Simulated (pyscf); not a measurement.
PySCF, gas phase, ωB97X-D3(BJ)/def2-SVPD geometries.

### Question
PBE/def2-TZVPD puts the barrier of `[Cl-]` + `[CH3][CH2][I]` → `[CH3][CH2][Cl]` + `[I-]` (substitution at C; singlet surface; C–I broken, C–Cl formed) at -33.3 kJ/mol and the reaction energy at -62.5 kJ/mol, from the separated reactants. What do r²SCAN/def2-TZVPD, PBE0-D3(BJ)/def2-TZVPD, ωB97M-D3(BJ)/def2-TZVPD give on the same structures?

### Answer
r²SCAN: ΔE‡ = -35.6 kJ/mol, ΔE = -67.4 kJ/mol; PBE0-D3(BJ): ΔE‡ = -23.3 kJ/mol, ΔE = -67.7 kJ/mol; ωB97M-D3(BJ): ΔE‡ = -7.9 kJ/mol, ΔE = -66.9 kJ/mol. PBE's barrier lies among them. Its reaction energy lies over all of them, by 4.4 to 5.2 kJ/mol. On the reactant side the descent ends in a bound adduct, 50.3 kJ/mol under the separated species and 49.4 kJ/mol under the saddle at ωB97X-D3(BJ)/def2-TZVPD. On the product side the descent ends in a bound adduct, 37.6 kJ/mol under the separated species and 96.5 kJ/mol under the saddle at ωB97X-D3(BJ)/def2-TZVPD. At PBE, r²SCAN, PBE0-D3(BJ), ωB97M-D3(BJ) the saddle lies under the separated reactants, which points to a path from their complex (located at ωB97X-D3(BJ) alone). This is the saddle that the search found; another between the same sides may lie lower. The angle at the attacked C is 163°. Elements past Kr carry the def2 core potentials, without spin-orbit coupling.
